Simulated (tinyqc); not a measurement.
Inside a calculation. Method: Pariser-Parr-Pople SCF with singles CI, for the molecule C=CC=CC=C (SMILES; centres numbered as the heavy atoms are written). One step of it, computed by the program tinyqc.

Question. Singles CI, singlets. Over the 6 single excitations with the smallest orbital gaps: A = (e_a - e_i) delta + 2 (ia|jb) - (ij|ab), with (pq|rs) = sum c_mp c_mq gamma_mn c_nr c_ns. f = 2/3 w |mu|^2 in atomic units, mu = sqrt2 sum c_ia sum_m c_mi c_ma R_m.

orbital energies (eV): [-11.159951, -9.651805, -7.376776, -0.993224, 1.281805, 2.789951]

coefficients, order 1C, 2C, 3C, 4C, 5C, 6C:
$$\begin{pmatrix}
0.250968 & 0.447893 & 0.486218 & 0.486218 & -0.447893 & 0.250968 \\
0.412049 & 0.512674 & 0.259579 & -0.259579 & 0.512674 & -0.412049 \\
0.516944 & 0.191201 & -0.442958 & -0.442958 & -0.191201 & 0.516944 \\
0.516944 & -0.191201 & -0.442958 & 0.442958 & -0.191201 & -0.516944 \\
0.412049 & -0.512674 & 0.259579 & 0.259579 & 0.512674 & 0.412049 \\
0.250968 & -0.447893 & 0.486218 & -0.486218 & -0.447893 & -0.250968
\end{pmatrix}$$

repulsion gamma_rs (eV), order 1C, 2C, 3C, 4C, 5C, 6C:
$$\begin{pmatrix}
11.850000 & 5.506551 & 3.955641 & 2.927270 & 2.374063 & 1.967766 \\
5.506551 & 11.850000 & 5.504644 & 3.955641 & 2.926659 & 2.374063 \\
3.955641 & 5.504644 & 11.850000 & 5.506551 & 3.955641 & 2.927270 \\
2.927270 & 3.955641 & 5.506551 & 11.850000 & 5.504644 & 3.955641 \\
2.374063 & 2.926659 & 3.955641 & 5.504644 & 11.850000 & 5.506551 \\
1.967766 & 2.374063 & 2.927270 & 3.955641 & 5.506551 & 11.850000
\end{pmatrix}$$

Centres (angstrom, eV; a flat drawing with bonds scaled to 1.40 angstrom):
```
centre          x          y  core charge z          W   gamma_rr
1C      -3.045000  -0.196000              1  10.110000  11.850000
2C      -1.799000   0.442000              1  10.110000  11.850000
3C      -0.623000  -0.319000              1  10.110000  11.850000
4C       0.623000   0.319000              1  10.110000  11.850000
5C       1.799000  -0.442000              1  10.110000  11.850000
6C       3.045000   0.196000              1  10.110000  11.850000
```

Give: singlet CI matrix; singlet excitation energies; oscillator strengths.

Answer.

singlet CI matrix (eV), order 3>4, 2>4, 3>5, 3>6, 1>4, 2>5:
$$\begin{pmatrix}
4.256 & 0.000 & 0.000 & 0.011 & 0.011 & -0.042 \\
0.000 & 5.876 & -0.615 & 0.000 & 0.000 & 0.000 \\
0.000 & -0.615 & 5.876 & 0.000 & 0.000 & 0.000 \\
0.011 & 0.000 & 0.000 & 6.961 & 0.789 & 0.005 \\
0.011 & 0.000 & 0.000 & 0.789 & 6.961 & 0.005 \\
-0.042 & 0.000 & 0.000 & 0.005 & 0.005 & 8.216
\end{pmatrix}$$

singlet excitation energies (eV): [4.255, 5.262, 6.172, 6.491, 7.749, 8.217]

oscillator strengths: [1.595, 0.000, 0.000, 0.000, 0.018, 0.325]
